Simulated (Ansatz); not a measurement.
# triplet SiH4S: levels of theory compared

We compute a comparison of 6 runs (U-revPBE/STO-3G, U-wB97X/STO-3G, UPBE/STO-3G, USVWN5/STO-3G, RPA@PBE/STO-3G, UCCSD/STO-3G) of triplet SiH4S. 

The results are computed with Ansatz 0.2.0.

54 further runs of the same task are left out: 54 set aside as unsound or not needed.

## 1. The system as given

SiH4S has 6 atoms, charge 0, and is taken as a triplet. SMILES of the parent species: `[H][Si]([H])([H])S`. The shape is that of a GFN2-xTB optimisation. That shape belongs to the parent species and isn't relaxed for this state.

Bond lengths: Si1–S2 2.147 Å, S2–H3 1.325 Å, Si1–H4 1.452 Å, Si1–H5 1.457 Å, Si1–H6 1.458 Å. Angles: Si1–S2–H3 97.0°, S2–Si1–H4 103.2°, S2–Si1–H5 107.7°, S2–Si1–H6 107.7°, H4–Si1–H5 113.2°, H4–Si1–H6 113.1°, H5–Si1–H6 111.3°.

## 2. A single-point energy at U-revPBE/STO-3G (run 1)

Contents of input.yaml:

```yaml
crystal:
  periodic: [false, false, false]
  atoms:
    - {symbol: Si, position_ang: [0.201210, -0.014540, -0.544580]}
    - {symbol: S, position_ang: [0.253720, 0.019820, 1.601470]}
    - {symbol: H, position_ang: [-1.056810, 0.059910, 1.795240]}
    - {symbol: H, position_ang: [1.606010, -0.020690, -0.909950]}
    - {symbol: H, position_ang: [-0.503230, 1.180600, -0.990160]}
    - {symbol: H, position_ang: [-0.500900, -1.225100, -0.952020]}
basis:
  gaussian: {orbitals: STO-3G}
magnetization: {spin_polarized: true, initial_magnetization: 2}
hamiltonian: {xc: {name: revPBE}}
accuracy: high
```

Command:

```bash
ansatz run input.yaml --threads 1 --pin off --max-ram 2610MiB --events-out events.jsonl --progress --plain --runs-dir runs
```

Log:

```text
Warning: RAYON_NUM_THREADS=1 ignored (pool sized by the plan → 1); use --threads N
Functional definition: revPBE
  name "revPBE"
  parameter kappa = 1.245
  parameter beta = 0.06672455060314922
  exchange = pbe_x(kappa = kappa, mu = beta*pi^2/3)
  correlation = pbe_c(beta = beta)
388 factors; integrals over basis functions are off by at most 9.1e-9 eV
mean field evaluation 1: about -18554.8388 eV, gradient 8.7e0 eV
mean field evaluation 2: about -18554.8563 eV, gradient 8.4e0 eV
mean field evaluation 4: about -18555.4572 eV, gradient 1.6e0 eV
mean field evaluation 8: about -18555.4670 eV, gradient 1.3e-1 eV
mean field evaluation 16: about -18555.4673 eV, gradient 7.7e-5 eV
mean field -18555.46729781 eV, -681.9008458470 hartree, gradient 5.4e-8 eV, S^2 2.001393; 1 other end points of the search recorded, 0 dependent functions left out
reference -18555.46730008 eV, -681.9008459305 hartree; 18, 16 occupied and 4, 6 virtual orbitals, 388 factors
Total energy: -18555.46730008 eV, -681.9008459305 hartree
```

Run time: 2.7 s. Hardware: 1 thread of Arm Neoverse V1, shared host; peak memory 0.14 GiB.

## 3. A single-point energy at U-wB97X/STO-3G (run 2)

Contents of run.yaml:

```yaml
basis:
  gaussian:
    orbitals: STO-3G
crystal:
  periodic: [false, false, false]
  atoms:
    - symbol: Si
      position_ang: [0.201210, -0.014540, -0.544580]
    - symbol: S
      position_ang: [0.253720, 0.019820, 1.601470]
    - symbol: H
      position_ang: [-1.056810, 0.059910, 1.795240]
    - symbol: H
      position_ang: [1.606010, -0.020690, -0.909950]
    - symbol: H
      position_ang: [-0.503230, 1.180600, -0.990160]
    - symbol: H
      position_ang: [-0.500900, -1.225100, -0.952020]
magnetization:
  spin_polarized: true
  initial_magnetization: 2
hamiltonian:
  xc: {name: wB97X}
accuracy: high
```

Command:

```bash
ansatz run run.yaml --threads 1 --pin off --max-ram 2610MiB --events-out events.jsonl --progress --plain --runs-dir runs
```

Log, shortened:

```text
Warning: RAYON_NUM_THREADS=1 ignored (pool sized by the plan → 1); use --threads N
Functional definition: wB97X
  name "wB97X"
[...]
      + exact_x_lr(omega)
[...]
      + integral(e_c_pw_opposite_spin*poly(b97_u_opposite, 1, cos1, cos2, cos3, cos4))
388 factors; integrals over basis functions are off by at most 9.1e-9 eV
161 factors; integrals over basis functions are off by at most 1.3e-9 eV
[...]
mean field -18558.94722211 eV, -682.0287307063 hartree, gradient 5.0e-8 eV, S^2 2.003073; 2 other end points of the search recorded, 0 dependent functions left out
reference -18558.94722039 eV, -682.0287306431 hartree; 18, 16 occupied and 4, 6 virtual orbitals, 388 factors
Total energy: -18558.94722039 eV, -682.0287306431 hartree
```

Wall time 14 s (1 thread of Arm Neoverse V1, shared host); peak memory 0.45 GiB.

Runs 3 to 5 aren't shown in full; the table further down has their settings and results.

## 4. The energy at UCCSD/STO-3G (run 6)

Contents of job.yaml:

```yaml
crystal:
  periodic: [false, false, false]
  atoms:
    - symbol: Si
      position_ang: [0.201210, -0.014540, -0.544580]
    - symbol: S
      position_ang: [0.253720, 0.019820, 1.601470]
    - symbol: H
      position_ang: [-1.056810, 0.059910, 1.795240]
    - symbol: H
      position_ang: [1.606010, -0.020690, -0.909950]
    - symbol: H
      position_ang: [-0.503230, 1.180600, -0.990160]
    - symbol: H
      position_ang: [-0.500900, -1.225100, -0.952020]
basis:
  gaussian:
    orbitals: STO-3G
magnetization:
  spin_polarized: true
  initial_magnetization: 2
correlation:
  method: ccsd
  frozen_orbitals: {H: 0, S: 5, Si: 5}
accuracy: high
scf:
  omitted_lower_state_checks: [cluster_reference, increment]
```

Command:

```bash
ansatz run job.yaml --threads 1 --pin off --max-ram 2610MiB --events-out events.jsonl --progress --plain --runs-dir runs
```

Log, shortened:

```text
Warning: RAYON_NUM_THREADS=1 ignored (pool sized by the plan → 1); use --threads N
Functional definition: HF
  name "HF"
[...]
388 factors; integrals over basis functions are off by at most 9.1e-9 eV
[...]
mean field -18526.59372174 eV, -680.8397614975 hartree, gradient 8.7e-9 eV, S^2 2.010210; 1 other end points of the search recorded, 0 dependent functions left out
10 core orbitals not correlated: weight in the atoms' cores, before any rotation towards them, 1.000 or more for the frozen orbitals, at most 0.000 for the correlated occupied ones
reference -18526.59372174 eV, -680.8397614975 hartree; 8, 6 occupied and 4, 6 virtual orbitals, 388 factors
second order -1.37433692 eV of doubles, -0.00000000 eV of singles
cycle   1  -1.82757856 eV  change   -4.5e-1 eV  update   5.7e-2
[...]
cycle  26  -2.10484506 eV  change   3.6e-10 eV  update   1.1e-9
Total energy: -18528.69856680 eV, -680.9171131268 hartree
Checks for a lower state left out: cluster_reference, increment
```

Run time: 0.3 s. Hardware: 1 thread of Arm Neoverse V1, shared host.

## 5. The series

```csv
run,level,frozen core orbitals,energy (Eh),⟨S²⟩,wall time
1,U-revPBE/STO-3G,–,-681.900846,2.001,2.7 s
2,U-wB97X/STO-3G,–,-682.028731,2.003,14 s
3,UPBE/STO-3G,–,-681.679132,2.001,2.7 s
4,USVWN5/STO-3G,–,-679.393998,2.001,1.6 s
5,RPA@PBE/STO-3G,10,-680.966980,2.001,3.3 s
6,UCCSD/STO-3G,10,-680.917113,2.010,0.3 s
```

## 6. Outcome

```
                                           quantity          value
                                run 6: total energy  -680.91711 Eh
run 6: correlation energy (10 core orbitals frozen)      -77.4 mEh
           run 6: ⟨S²⟩ of the reference determinant          2.010
                               run 6: T1 diagnostic          0.007
```

In words: Totals of different functionals can't be ranked against each other. In runs 1, 2, 3, 4, 5, 6 the basis is minimal, so the values are rough. All runs together took 24 s, the longest 14 s.
